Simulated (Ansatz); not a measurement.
**AlBH₆N+ (SMILES [BH2][AlH][NH3+]): functionals against CCSD(T) at one geometry**

An exercise on one series of results from a longer session: the logs are not shown, and one member is left open.

The runs use Ansatz 0.2.0, Gaussian basis; single points in def2-TZVPP.

Correlated methods freeze the cores. B3LYP uses VWN-RPA correlation.

## Starting geometry

SMILES `[BH2][AlH][NH3+]`, 9 atoms, charge 1, spin multiplicity 1.

Atoms are counted from 1 here; the program's logs count them from 0.

Bond lengths: B1–Al2 1.827 Å, B1–H4 1.172 Å, B1–H5 1.348 Å, Al2–N3 2.197 Å, Al2–H6 1.532 Å, N3–H7 1.161 Å, N3–H8 1.037 Å, N3–H9 1.301 Å. Angles: Al2–B1–H4 141.8°, Al2–B1–H5 118.6°, H4–B1–H5 98.6°, B1–Al2–N3 112.2°, B1–Al2–H6 154.2°, N3–Al2–H6 86.2°, Al2–N3–H7 102.6°, Al2–N3–H8 126.4°, Al2–N3–H9 124.5°, H7–N3–H8 109.6°, H7–N3–H9 73.4°, H8–N3–H9 105.4°.

Geometry (Å):

```xyz
9

B    -1.18000    0.81570   -1.34130
Al    0.17010    0.93120   -0.11520
N     0.54480   -0.98510    0.89260
H    -1.71940    0.05280   -2.04930
H    -1.68930    1.95600   -1.84980
H     0.92030    1.57630    1.05500
H     1.69650   -0.97550    1.03540
H     0.24210   -1.92100    0.56570
H     0.76180   -1.11750    2.16820
```

The first run:

Input file run/in.yaml:

```yaml
crystal:
  periodic: [false, false, false]
  atoms:
    - {symbol: B, position_ang: [-1.180000, 0.815700, -1.341300]}
    - {symbol: Al, position_ang: [0.170100, 0.931200, -0.115200]}
    - {symbol: N, position_ang: [0.544800, -0.985100, 0.892600]}
    - {symbol: H, position_ang: [-1.719400, 0.052800, -2.049300]}
    - {symbol: H, position_ang: [-1.689300, 1.956000, -1.849800]}
    - {symbol: H, position_ang: [0.920300, 1.576300, 1.055000]}
    - {symbol: H, position_ang: [1.696500, -0.975500, 1.035400]}
    - {symbol: H, position_ang: [0.242100, -1.921000, 0.565700]}
    - {symbol: H, position_ang: [0.761800, -1.117500, 2.168200]}
basis:
  gaussian: {orbitals: def2-TZVPP}
total_charge: 1
correlation: {method: ccsd_t}
output: {forces: true}
```

The command line of these runs was not kept.

Among the steps run: CCSD(T)/def2-TZVPP; PBE0-D4/def2-TZVPP; wB97M-V/def2-TZVPP; r2SCAN-D4/def2-TZVPP; PBE-D4/def2-TZVPP; r2SCANh-D4/def2-TZVPP; B3LYP-D4/def2-TZVPP.

One table of the session follows, with a row left open; its other results are not shown here.

| method | RMS force component (eV/Å) | angle to CCSD(T) forces (°) |
| --- | --- | --- |
| CCSD(T) | 2.615 | reference |
| PBE0-D4 | 2.611 | 2.2 |
| wB97M-V | 2.619 | 2.3 |
| r2SCAN-D4 | ? | ? |
| PBE-D4 | 2.451 | 2.6 |
| r2SCANh-D4 | 2.618 | 1.7 |
| B3LYP-D4 | 2.584 | 1.6 |

Q: Estimate the row for r2SCAN-D4 from the others.

As computed: RMS force component (eV/Å): 2.573; angle to CCSD(T) forces (°): 1.3. In the column «RMS force component (eV/Å)» it lies between PBE-D4 (2.451) and B3LYP-D4 (2.584).
